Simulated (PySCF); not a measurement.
**CCl⁻, HF: how much the basis matters**

PySCF, UHF reference; triplet, unpaired electrons π ↑↑; De to C + Cl⁻ without counterpoise correction.

```json
{"basis": "aug-pcseg-1", "relativity": "no relativity", "functions": "50", "Re (Å)": "2.056", "ωe (cm⁻¹)": "296", "De (eV)": "n/a", "μ (D)": "2.19"}
{"basis": "aug-cc-pVDZ/aug-cc-pV(D+d)Z", "relativity": "no relativity", "functions": "55", "Re (Å)": "2.017", "ωe (cm⁻¹)": "321", "De (eV)": "n/a", "μ (D)": "2.46"}
{"basis": "def2-TZVPPD", "relativity": "no relativity", "functions": "88", "Re (Å)": "1.990", "ωe (cm⁻¹)": "344", "De (eV)": "n/a", "μ (D)": "2.57"}
```

Q: How does each smaller set differ from the one with most functions, def2-TZVPPD?

A: aug-pcseg-1: +6.6 pm, -14.0 % in ωe; aug-cc-pVDZ/aug-cc-pV(D+d)Z: +2.7 pm, -6.7 % in ωe. All at HF; the set with most functions is neither the basis-set limit nor always the best.

A positive dipole points towards Cl; it is taken about the centre of mass and depends on that origin. Hartree–Fock leaves out correlation, which carries a large part of most bond energies and some tenths to 1 eV of ionisation energies. The state was picked by a PBE0 search and need not be the measured ground state.
